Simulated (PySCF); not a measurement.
Stepwise substitution at one centre (Al Cl-I). All species are isolated molecules in the gas phase. Strings in code marks are SMILES.

Computed with ωB97X-D3(BJ)/def2-TZVP // PBE0-D3(BJ)/def2-TZVP in PySCF. Delta-SCF ions had no search for a lower state. Excitations are Tamm–Dancoff values on a coarser integration grid. The basis has no diffuse functions, so Rydberg states are missing or too high.

```json
[
 {"species": "0 of 3 Cl replaced by I (`[Cl][Al]([Cl])[Cl]`)", "dipole moment (D)": "0.00", "T1 excitation (TDA) (eV)": "7.03", "HOMO–LUMO gap (eV)": "12.63", "S1 excitation (TDA) (eV)": "7.34", "vertical ionisation energy (Delta-SCF) (eV)": "12.07"},
 {"species": "1 of 3 Cl replaced by I", "dipole moment (D)": "0.54", "T1 excitation (TDA) (eV)": "5.58", "HOMO–LUMO gap (eV)": "11.00", "S1 excitation (TDA) (eV)": "5.95", "vertical ionisation energy (Delta-SCF) (eV)": "10.52"},
 {"species": "2 of 3 Cl replaced by I (`[Cl][Al]([I])[I]`)", "dipole moment (D)": "0.50", "T1 excitation (TDA) (eV)": "5.24", "HOMO–LUMO gap (eV)": "10.43", "S1 excitation (TDA) (eV)": "5.59", "vertical ionisation energy (Delta-SCF) (eV)": "10.21"},
 {"species": "3 of 3 Cl replaced by I (`[I][Al]([I])[I]`)", "dipole moment (D)": "0.00", "T1 excitation (TDA) (eV)": "4.99", "HOMO–LUMO gap (eV)": "9.95", "S1 excitation (TDA) (eV)": "5.24", "vertical ionisation energy (Delta-SCF) (eV)": "10.01"}
]
```
